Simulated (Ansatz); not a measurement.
**HLiOS (SMILES [Li][O]S): functionals against CCSD(T) at one geometry**

The task here is to estimate one member of a computed series from the others.

The runs use Ansatz 0.2.0, Gaussian basis; single points in def2-TZVPP.

Cores are frozen in the correlated methods. The outer core shell of Li, Na, Mg and K is correlated.

### Starting geometry

4 atoms, charge 0, spin multiplicity 1.

Atoms are counted from 1 here; the program's logs count them from 0.

Bond lengths: Li1–O2 1.634 Å, O2–S3 1.585 Å, S3–H4 1.408 Å. Angles: Li1–O2–S3 168.7°, O2–S3–H4 99.7°.

Geometry (Å):

```xyz
4

Li   -1.7575    0.1363    1.1873
O    -0.3918    0.1552    0.2903
S     0.9027    0.4829   -0.5634
H     1.2821   -0.8225   -0.9285
```

Set-up of the first run:

run/in.yaml

```yaml
crystal:
  periodic: [false, false, false]
  atoms:
    - {symbol: Li, position_ang: [-1.757500, 0.136300, 1.187300]}
    - {symbol: O, position_ang: [-0.391800, 0.155200, 0.290300]}
    - {symbol: S, position_ang: [0.902700, 0.482900, -0.563400]}
    - {symbol: H, position_ang: [1.282100, -0.822500, -0.928500]}
basis:
  gaussian: {orbitals: def2-TZVPP}
correlation: {method: ccsd_t}
output: {forces: true}
```

The command line of these runs was not kept.

Among the steps run: CCSD(T)/def2-TZVPP; PBE0-D4/def2-TZVPP; wB97M-V/def2-TZVPP; r2SCAN-D4/def2-TZVPP; PBE-D4/def2-TZVPP; revPBE-D4/def2-TZVPP; CAM-B3LYP-D4/def2-TZVPP.

One of the session's tables, all rows but one given; the rest of the session is left out.

| method | RMS force component (eV/Å) | angle to CCSD(T) forces (°) | dipole (D) |
| --- | --- | --- | --- |
| CCSD(T) | 0.725 | reference | 6.94 |
| PBE0-D4 | 0.599 | 12.0 | 6.91 |
| wB97M-V | 0.662 | 6.4 | 6.81 |
| r2SCAN-D4 | ? | ? | ? |
| PBE-D4 | 0.668 | 15.7 | 6.70 |
| revPBE-D4 | 0.695 | 18.6 | 6.73 |
| CAM-B3LYP-D4 | 0.679 | 9.8 | 6.76 |

Q: Estimate the row for r2SCAN-D4 from the others.

As computed: RMS force component (eV/Å): 0.619; angle to CCSD(T) forces (°): 2.8; dipole (D): 7.04. In the column «RMS force component (eV/Å)» it lies between PBE0-D4 (0.599) and wB97M-V (0.662).
